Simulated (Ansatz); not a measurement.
One change: `C=C(N)OCF` becomes `C=C(N)OC`.

Ansatz, PBE0-D4/def2-TZVP geometries, multiplicity 1. Each molecule was computed in one conformer, which needn't be the lowest.

```csv
property,`C=C(N)OCF`
LUMO energy (PBE/def2-TZVPP) / eV,-0.18
HOMO energy (PBE/def2-TZVPP) / eV,-5.26
"ideal-gas entropy at 298 K and 1 bar (rigid rotor, harmonic PBE0-D4/def2-TZVP) / J/(mol·K)",338
LUMO energy (ωB97M-V/def2-TZVPP) / eV,2.30
size of the dipole moment (B3LYP/def2-TZVPP) / D,2.98
HOMO energy (PBE0/def2-TZVPP) / eV,-6.44
```

**Question.** Give the same properties after the change, and the shifts. (Estimate.)

**Answer.** Computed: 
| property | `C=C(N)OC` | shift |
| --- | --- | --- |
| LUMO energy (PBE/def2-TZVPP) / eV | 0.33 | 0.51 |
| HOMO energy (PBE/def2-TZVPP) / eV | -4.66 | 0.60 |
| ideal-gas entropy at 298 K and 1 bar (rigid rotor, harmonic PBE0-D4/def2-TZVP) / J/(mol·K) | 314 | -24 |
| LUMO energy (ωB97M-V/def2-TZVPP) / eV | 2.63 | 0.33 |
| size of the dipole moment (B3LYP/def2-TZVPP) / D | 1.07 | -1.91 |
| HOMO energy (PBE0/def2-TZVPP) / eV | -5.84 | 0.60 |

With PBE0 the HOMO rises by 0.60 eV and the LUMO rises by 0.42 eV, so the gap narrows by about 0.18 eV. PBE moves the HOMO by 0.60 eV and ωB97M-V by 0.59 eV. Dipoles are sizes alone; their direction can turn. Modes under 60 cm⁻¹, often nearly free rotors, make the harmonic entropy too high.

Positive LUMOs are unbound, so they and the gaps depend on the basis.

B3LYP here is the variant with VWN-RPA as its local correlation; programs differ in this.
